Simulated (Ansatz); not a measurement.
# CH3Cl2F: the cost of one run

All numbers below are computed with Ansatz 0.2.0 (RKS BLYP-D4/def2-SVP).

## 1. Starting point

Bond lengths: Cl1–Cl2 2.018 Å, C3–F4 1.368 Å, C3–H5 1.091 Å, C3–H6 1.091 Å, C3–H7 1.090 Å. Angles: F4–C3–H5 108.1°, F4–C3–H6 108.0°, F4–C3–H7 108.0°, H5–C3–H6 110.9°, H5–C3–H7 110.8°, H6–C3–H7 110.9°.

As a file:

```xyz
7

Cl   -0.1824    0.7925   -2.8935
Cl   -0.1082   -1.1554   -2.3702
C     0.0578    0.1436    1.0521
F     0.0608   -1.2245    1.0619
H     0.8771    0.4796    0.4146
H     0.1973    0.4880    2.0784
H    -0.9024    0.4760    0.6567
```

## 2. Preparing the start

The input, input.yaml:

```yaml
crystal:
  periodic: [false, false, false]
  atoms:
    - { symbol: Cl, position_ang: [-0.1824, 0.7925, -2.8935] }
    - { symbol: Cl, position_ang: [-0.1082, -1.1554, -2.3702] }
    - { symbol: C, position_ang: [0.0578, 0.1436, 1.0521] }
    - { symbol: F, position_ang: [0.0608, -1.2245, 1.0619] }
    - { symbol: H, position_ang: [0.8771, 0.4796, 0.4146] }
    - { symbol: H, position_ang: [0.1973, 0.488, 2.0784] }
    - { symbol: H, position_ang: [-0.9024, 0.476, 0.6567] }
basis:
  gaussian: { orbitals: def2-SVP }
hamiltonian:
  xc: blyp
  dispersion: d4
relax:
  f_tol: 0.02
  max_steps: 40
scf:
  lower_state_search: "off"
output:
  orbitals: {}
```

Command:

```console
> ansatz run input.yaml --threads 1 --pin off --max-ram 2048MiB --backend cpu --events-out ev --progress --plain --runs-dir out
```

Q: Estimate wall time and peak memory on 1 thread of Arm Neoverse V2, shared host.

About 11 s, with a peak of 0.12 GiB.
